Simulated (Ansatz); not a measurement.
# P: from a trial structure to a relaxed crystal

Theory: DFT r2SCAN, scalar-relativistic, plane waves, PAW in Ansatz 0.2.0. Cutoff 500 eV, Γ-centred k mesh, Gaussian smearing, no spin polarisation in the final step.

The start puts P on the diamond structure type (Fd-3m, No. 227), at a guessed volume.

```
P
1.0
     0.00000    3.15599    3.15599
     3.15599    0.00000    3.15599
     3.15599    3.15599    0.00000
P
2
Direct
  0.50000 0.50000 0.50000
  0.75000 0.75000 0.75000
```

Cell and atoms relax at zero pressure; the relaxation can't lower the symmetry of the start. After a coarse first stage the cell is made exact in the group found at 0.06 Å.

Energies count from the standard state of P at the same level.

(1) Describe the relaxed structure.

(2) What are its volume, energy, density and gap?

Answers

(1) It keeps Fd-3m (No. 227). The result has the diamond structure. Conventional cell: a = 5.428 Å. Around P lie 4 P at 2.35 Å.

```xyz
2
Lattice="0.0000 2.7141 2.7141 2.7141 0.0000 2.7141 2.7141 2.7141 0.0000" Properties=species:S:1:pos:R:3 pbc="T T T"
P     2.7141    2.7141    2.7141
P     4.0712    4.0712    4.0712
```

(2) The volume per atom is 19.99 Å³ and the density is 2.57 g/cm³. The energy over the standard structure is 0.66 eV/atom. The gap on the 18×18×18 mesh is 0 eV (a metal).

The final run used a 18×18×18 mesh on its 2-atom cell and 0.10 eV smearing. The k mesh leaves about 4 meV/atom of noise in metals. Symmetry constrained the relaxation, so the result can be a saddle point. The steps took about 70 core-seconds in all.